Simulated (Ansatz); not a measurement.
## Cohesive energy of some transition metals

Method: r²SCAN+rVV10 in Ansatz (plane waves, PAW). References are measured values corrected to a static lattice.

Values in eV/atom.

| solid | reference | r²SCAN+rVV10 | error (eV/atom) |
|---|---|---|---|
| hcp Ti | 4.88 | 4.90 | +0.02 |
| fcc Pd | 3.93 | 4.43 | +0.50 |
| fcc Cu | 3.52 | 4.13 | +0.61 |
| antiferromagnetic bcc Cr | 4.15 | 3.75 | -0.40 |
| bcc V | 5.34 | 4.93 | -0.41 |
| hcp Co | 4.47 | 4.96 | +0.49 |
| hcp Ru | 6.8 | 6.69 | -0.11 |
| bcc Fe | 4.32 | 4.92 | +0.60 |
| fcc Ag | 2.97 | 3.17 | +0.20 |
| bcc Nb | 7.6 (7.47–7.60) | 6.77 | -0.83 |
| fcc Rh | 5.78 | 5.82 | +0.04 |
| bcc Mo | 6.84 | 6.00 | -0.84 |
| fcc Ni | 4.48 | 4.91 | +0.43 |

Over these 13 solids the mean error is +0.02 eV/atom, the mean absolute error 0.42 eV/atom (median 0.43 eV/atom), and the worst case bcc Mo at -0.84 eV/atom; the value is above the reference in 8 of 13 cases.

All these references are brought to a static lattice.

Brackets give the range of the sources taken for a reference, where it is wide; it can hold other temperatures.

Differences are worked out from the printed values.

Free atoms are spin-polarised, in the lowest state found; at levels without +SOC their spin–orbit coupling is left out. Each level is taken at its own relaxed cell. Caveats: the commensurate order stands in for chromium's spin-density wave, and the size of the moments varies much between levels (antiferromagnetic bcc Cr). Ansatz's density-functional and Hartree–Fock values are scalar-relativistic unless marked +SOC, with PAW data made under PBE.

Ansatz's runs of these crystals have no spin polarisation, but for antiferromagnetic bcc Cr, hcp Co, bcc Fe, fcc Ni. Meta-GGAs and exact exchange favour moments, which can bear on hcp Ti, fcc Pd, antiferromagnetic bcc Cr, bcc V, hcp Co, bcc Fe, fcc Rh, fcc Ni.

Density-functional runs with spin start from opposed moments for antiferromagnetic bcc Cr, parallel moments for hcp Co, parallel moments for bcc Fe, parallel moments for fcc Ni.

Not in this set, of the transition metals with a reference value in our tables and a result at some level: 6 for the spin–orbit terms of free Br, In, Sn, Te, I and atoms past barium, a cut that leaves lighter open-shell atoms' terms in the errors; 6 for no value at r²SCAN+rVV10 (not run, a failed fit, an unstable or unbound cell, or a value held back for tests); 1 for sources at odds. These can be a level's best or worst cases. Solids without a released value at any level aren't counted. Layered and molecular crystals are counted apart. The metals Ce to Yb are counted apart.

References as tabulated in Jana et al. (2018), arXiv:1807.00350; Mejia-Rodriguez and Trickey (2018), arXiv:1807.09216; Harl et al. (2010), doi:10.1103/physrevb.81.115126; Csonka et al. (2009), arXiv:0903.4037.

Ansatz is a first-principles code.
